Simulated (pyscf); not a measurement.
This saddle point was located with ωB97X-D3(BJ)/def2-SVP in PySCF.

```
Si
F 1 1.6257
H 1 1.5104 2 106.87
F 1 1.9342 3 87.25 2 -96.25
H 4 1.0996 1 72.75 3 -157.91
H 5 1.1248 4 135.58 1 5.98
```
Charge 0, spin multiplicity 2.

Surface: doublet, charge 0. Lowest wavenumbers (cm⁻¹): 1038i, 171, 428, 599, 696.

What reaction is this the transition state of?

`[F][SiH][F]` [doublet] + `[H][H]` <-> `[FH]` + `[F][SiH2]` [doublet], a four-centre exchange read from left to right: F–Si, H–H broken and F–H, H–Si formed. At ωB97M-D3(BJ)/def2-TZVP it lies +220.8 kJ/mol from the left side and +95.1 kJ/mol from the right (each side as separated species at their lowest minima found). On the product side the descent ends in a complex, 17.1 kJ/mol under the separated species and 117.7 kJ/mol under the saddle at ωB97X-D3(BJ)/def2-TZVP. The same reactants have a lower exit, to F–SiH₂–F + H• (barrier +57.4 kJ/mol at ωB97M-D3(BJ)/def2-TZVP, against +220.8 kJ/mol here). This is the saddle that the search found; another between the same sides may lie lower.
